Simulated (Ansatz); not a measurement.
`[BH2][AlH2]` + H₂O → `[OH][AlH2]` + BH₃  (formal hydrolysis of the Al–B bond)

Isolated molecules relaxed with PBE0-D4/def2-TZVP in Ansatz; ΔE leaves out vibrations. CCSD(T)/CBS is extrapolated from def2-TZVPP and def2-QZVPP, frozen cores. Functionals use def2-TZVPP. B3LYP here is the variant with VWN-RPA as its local correlation; programs differ in this. HSE06 is defined as in plane-wave codes.

| level | ΔE (kJ/mol) | difference from CCSD(T)/CBS |
| --- | --- | --- |
| PBE-D4 | -150.5 | 16.8 |
| revPBE-D4 | -150.2 | 17.1 |
| r2SCAN-D4 | -167.3 | 0.0 |
| PBE0-D4 | -153.7 | 13.6 |
| ωB97X-V | -167.1 | 0.2 |
| B2PLYP | -176.3 | -9.0 |
| revPBE | -149.7 | 17.6 |
| r2SCAN | -167.5 | -0.2 |
| PBE0 | -154.3 | 13.0 |
| B3LYP | -171.1 | -3.8 |
| HSE06 | -153.9 | 13.4 |
| CCSD(T)/def2-SVP | -168.6 | -1.3 |
| MP2/def2-TZVPP | -180.0 | -12.7 |
| CCSD(T)/cc-pV(D+d)Z | -164.1 | 3.2 |
| MP2/cc-pV(T+d)Z | -183.9 | -16.6 |
| HF/cc-pV(Q+d)Z | -182.4 | -15.1 |
| CCSD(T)/CBS | -167.3 | 0 |

What do rigid-rotor, harmonic-oscillator terms from PBE0-D4/def2-TZVP frequencies (298.15 K, 1 bar) make of the CCSD(T)/CBS value? (Estimate.)

Computed: ΔZPE = -1.1 kJ/mol, ΔH = -170.2 kJ/mol, ΔS = -8 J/(mol·K), ΔG = -167.8 kJ/mol.

Largest T1 diagnostic among the species: 0.012.

Leaving LDA and LC-ωPBE aside and taking each functional with its dispersion term where it has one, the values spread over 26.1 kJ/mol, from B2PLYP to revPBE-D4. From BLYP to BHLYP (50 % exact exchange), in def2-TZVPP and without D4, ΔE moves by −7.1 kJ/mol.
